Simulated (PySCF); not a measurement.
Species: ethanimine, C2H5N.
Numbering: `[H]/[N:3]=[CH:2]\[CH3:1]` (hydrogens: H4, H5, H6 on C1; H7 on C2; H8 on N3)

Theory: PySCF 2.14.0, PBE0-D3(BJ)/def2-TZVP geometry optimisation, gas phase.

(1) What internal coordinates does the optimisation give?

## Answers

(1) 
```csv
bond,length (pm)
C1–C2,149.3
C2=N3,126.3
"C1–H4, C1–H5, C1–H6",109.3
C2–H7,109.5
N3–H8,102.3
```

Bonds in one row agree within 1 pm and their mean is given. A selection of angles:
```csv
angle,degrees
C2–C1–H4,111.6
C2–C1–H5,110.3
H4–C1–H5,109.0
H5–C1–H6,106.7
C1–C2–N3,127.9
C1–C2–H7,115.5
N3–C2–H7,116.6
C2–N3–H8,110.5
```

Dihedral angles: H8–N3–C2–C1 0° (synperiplanar).

Of the pairs four or more bonds apart, H4···H8 is among the closest relative to their van der Waals radii: 2.30 Å, 96 % of the sum of Bondi's values. N3 (imine nitrogen) is bent (angle 110.5°).

Point group: Cs (tolerance 0.08 Å). Not checked by PBE0-D3(BJ)/def2-TZVP frequencies.

On an Intel Xeon 6975P-C with one thread (shared host), this took 23 s wall and 0.53 GiB of memory at its peak. This is the geometry optimisation.
